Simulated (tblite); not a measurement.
Phthalazine, C8H6N2.
SMILES: `c1ccc2cnncc2c1`

Level: GFN2-xTB in tblite, geometry and Hessian alike; calculated harmonic values, unscaled, isolated species. The method is semi-empirical: single wavenumbers can be off by several per cent or more.

Harmonic wavenumbers (cm⁻¹): 145.4, 146.3, 317.5, 344.4, 402.8, 440.7, 494.3, 501.7, 623.2, 625.2, 747.6, 749.4, 798.6, 820.3, 867.1, 879.5, 906.3, 921.2, 931.5, 934.2, 1054.8, 1071.2, 1147.8, 1173.0, 1200.7, 1222.0, 1239.1, 1284.2, 1327.6, 1373.6, 1401.5, 1433.1, 1466.0, 1551.5, 1553.4, 1602.7, 3052.9, 3054.5, 3077.6, 3081.5, 3088.7, 3095.5.

A = 3312, B = 1253, C = 909.2 MHz; mass 130.053 u (most abundant isotopes); point group C2v, symmetry number 2.

Problem. What is the zero-point energy?

Solution. ½Σν̃ = 26075 cm⁻¹ = 311.93 kJ/mol.

Problem. Entropy at 350 K, 1 bar (ideal gas, RRHO, classical rotation)?

Solution. Translation 172.90, rotation 116.88, vibration 75.98: S = 365.8 J/(mol K).

Problem. And Cp and H(350 K) − H(0)?

Solution. Cp = 149.93 J/(mol K), of which vibrations give 116.67 (their classical limit is 42 R = 349.2); H(350 K) − H(0) = 28.29 kJ/mol without the zero-point energy, 16.65 from vibrations.

Problem. Blend soft modes into free rotors: weight 1/[1 + (100 cm⁻¹/ν̃)⁴] for the oscillator and the rest for a rotor with moment μB/(μ + B), μ = h/(8π²ν), B = 10⁻⁴⁴ kg m². What vibrational entropy results?

Solution. 75.43 J/(mol K) in place of 75.98, which changes −T·S at 350 K by +0.19 kJ/mol.

Problem. Which modes carry the vibrational entropy at 350 K?

Solution. 145.4 cm⁻¹: 12.72; 146.3 cm⁻¹: 12.67; 317.5 cm⁻¹: 6.67; 344.4 cm⁻¹: 6.09; 402.8 cm⁻¹: 5.01; 440.7 cm⁻¹: 4.42 J/(mol K); the other 36 give 28.41 together.

Problem. What must be added to the electronic energy to get the Gibbs energy at 350 K and 1 bar?

Solution. ZPE + [H(350 K) − H(0)] − T·S = 311.93 + 28.29 − 128.01 = 212.21 kJ/mol.

Problem. How do the functions run with temperature in this model?

Solution. 
| T (K) | S (J/(mol K)) | Cp (J/(mol K)) | H − H(0) (kJ/mol) | G − H(0) (kJ/mol) | ln q(vib) |
| --- | --- | --- | --- | --- | --- |
| 50 | 226.4 | 37.9 | 1.72 | -9.60 | 0.03 |
| 100 | 256.4 | 50.6 | 3.92 | -21.72 | 0.29 |
| 298.15 | 343.5 | 127.8 | 21.08 | -81.34 | 2.60 |
| 373.15 | 375.7 | 159.4 | 31.87 | -108.31 | 3.80 |
| 500 | 428.9 | 204.6 | 55.08 | -159.36 | 6.05 |
| 750 | 524.1 | 263.5 | 114.27 | -278.78 | 10.81 |
| 1000 | 605.0 | 298.3 | 184.84 | -420.20 | 15.49 |

q(vib) and H(0) count from the zero-point level.

Hindered rotation and anharmonicity are outside this model.

Run on one thread of an x86-64 server, on a shared host. This covers the Hessian and the dipole derivatives.
